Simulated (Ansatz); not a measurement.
Born–Oppenheimer molecular dynamics of BClH₂ (4 atoms, charge 0, multiplicity 1). It starts at the highest image of a converged band. Of that band: Neighbouring images differ by up to 1.9 eV, so the band resolves the path poorly. A vibrational analysis at the climbing image gives one clearly imaginary mode, 1156i cm⁻¹: a first-order saddle point.

The calculation used RKS PBE-D4/def2-SVP (Ansatz).

- ensemble: NVE (velocity Verlet)
- time step: 0.5 fs
- steps asked: 200
- starting velocities drawn for: 100 K
- seed: 7841

Frames 5 fs apart, positions in Å.

Velocities at 40 fs (Å/ps):

```
B -8.22 -0.03 -14.24
H 24.80 -0.17 70.21
H -0.93 0.29 75.62
Cl 1.83 0.01 0.20
```

```xyz
4
Properties=species:S:1:pos:R:3 time_fs=40 energy_less_start_eV=-0.720 T=2886
B 0.258 -0.001 -0.943
H 1.274 -0.010 2.891
H 1.083 0.012 2.148
Cl -1.430 0.000 -0.478
4
Properties=species:S:1:pos:R:3 time_fs=45 energy_less_start_eV=-0.715 T=2866
B 0.215 -0.001 -1.014
H 1.395 -0.011 3.235
H 1.081 0.013 2.531
Cl -1.420 0.000 -0.477
4
Properties=species:S:1:pos:R:3 time_fs=50 energy_less_start_eV=-0.699 T=2804
B 0.178 -0.001 -1.086
H 1.510 -0.011 3.567
H 1.084 0.014 2.923
Cl -1.412 0.000 -0.476
4
Properties=species:S:1:pos:R:3 time_fs=55 energy_less_start_eV=-0.697 T=2796
B 0.154 -0.001 -1.163
H 1.615 -0.010 3.886
H 1.095 0.014 3.324
Cl -1.408 0.000 -0.473
4
Properties=species:S:1:pos:R:3 time_fs=60 energy_less_start_eV=-0.701 T=2813
B 0.141 -0.001 -1.245
H 1.716 -0.010 4.202
H 1.109 0.014 3.727
Cl -1.408 0.000 -0.468
4
Properties=species:S:1:pos:R:3 time_fs=65 energy_less_start_eV=-0.692 T=2777
B 0.129 -0.001 -1.328
H 1.806 -0.009 4.509
H 1.132 0.014 4.137
Cl -1.407 0.000 -0.463
4
Properties=species:S:1:pos:R:3 time_fs=70 energy_less_start_eV=-0.679 T=2725
B 0.106 -0.001 -1.404
H 1.887 -0.008 4.811
H 1.165 0.013 4.552
Cl -1.403 0.000 -0.460
4
Properties=species:S:1:pos:R:3 time_fs=75 energy_less_start_eV=-0.680 T=2733
B 0.068 -0.001 -1.470
H 1.962 -0.006 5.111
H 1.203 0.013 4.969
Cl -1.395 0.000 -0.461
4
Properties=species:S:1:pos:R:3 time_fs=80 energy_less_start_eV=-0.695 T=2787
B 0.015 -0.002 -1.527
H 2.024 -0.005 5.407
H 1.255 0.011 5.389
Cl -1.382 0.000 -0.464
4
Properties=species:S:1:pos:R:3 time_fs=85 energy_less_start_eV=-0.699 T=2803
B -0.045 -0.002 -1.578
H 2.077 -0.003 5.704
H 1.317 0.010 5.809
Cl -1.367 0.000 -0.469
4
Properties=species:S:1:pos:R:3 time_fs=90 energy_less_start_eV=-0.690 T=2768
B -0.103 -0.002 -1.631
H 2.123 -0.001 6.000
H 1.384 0.009 6.228
Cl -1.353 0.000 -0.473
4
Properties=species:S:1:pos:R:3 time_fs=95 energy_less_start_eV=-0.691 T=2772
B -0.150 -0.002 -1.694
H 2.154 0.002 6.301
H 1.466 0.007 6.643
Cl -1.341 0.000 -0.474
```

Of the whole run (100 fs, mean temperature of the second half 2777 K): The conserved energy stayed within 0.049 meV per atom of its start (net change 0.015 meV per atom), so the integration is sound. The kinetic energy rose, since the run started high on the potential surface and went downhill. It ends in pieces (BCl + H2), so much of that is their flight and rotation, not heat. A run of 0.1 ps of so small a system gives no equilibrium averages. The orbitals stay closed-shell, which can raise the energy where a bond breaks towards radicals; this wasn't checked here.

The run took 97 s on 1 thread of Arm Neoverse V1, with other jobs on the host, peak memory 0.083 GiB.
